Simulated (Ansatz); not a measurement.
**Worked example: correlation energy of [Cl···H···S], triplet**

Geometry: a point of a hydrogen-transfer path between rigid fragments, not a stationary point.

| atom | x (Å) | y (Å) | z (Å) |
| --- | --- | --- | --- |
| Cl | 0.0000 | 0.0000 | -1.8200 |
| H | 0.0000 | 0.0000 | 0.2200 |
| S | 0.0000 | 0.0000 | 1.6000 |

Basis cc-pVTZ; Ansatz 0.2.0. Correlated methods freeze the noble-gas cores, which leaves 14 electrons in 72 orbitals. R marks a restricted (for open shells ROHF) determinant, U an unrestricted one.

Full CI isn't at hand for all of this; UCCSDT(Q) serves as the reference, and is uncertain by about the last step of the cluster series.

Runs differ by some tens of microhartree through their thresholds and, for an open shell, their frozen cores, so steps under 0.03 kcal/mol mean nothing.

```json
{"level": "UHF", "total energy (hartree)": "-857.578875"}
{"level": "UMP2", "total energy (hartree)": "-857.896496"}
{"level": "UCCSD", "total energy (hartree)": "-857.942987"}
{"level": "UCCSD(T)", "total energy (hartree)": "-857.955921"}
{"level": "UCCSDT", "total energy (hartree)": "-857.957435"}
{"level": "UCCSDT(Q)", "total energy (hartree)": "-857.957915"}
```

Question: What is the correlation energy at UCCSDT(Q), and what share of it do UMP2 and UCCSDT recover?

Answer: E(corr) = -857.957915 − (-857.578875) = -0.379040 hartree = -10.314 eV. UMP2: -0.317621 / -0.379040 = 83.80 %. UCCSDT: -0.378560 / -0.379040 = 99.87 %.

Question: By how many kcal/mol does UCCSD(T) miss UCCSDT(Q) (1 hartree = 627.509 kcal/mol), and which steps make up the rest?

Answer: -857.955921 − (-857.957915) = 0.001994 hartree = 1.25 kcal/mol. Steps: UCCSDT − UCCSD(T) = -0.95, UCCSDT(Q) − UCCSDT = -0.30 kcal/mol. Differences between like states or geometries often cancel part of this.
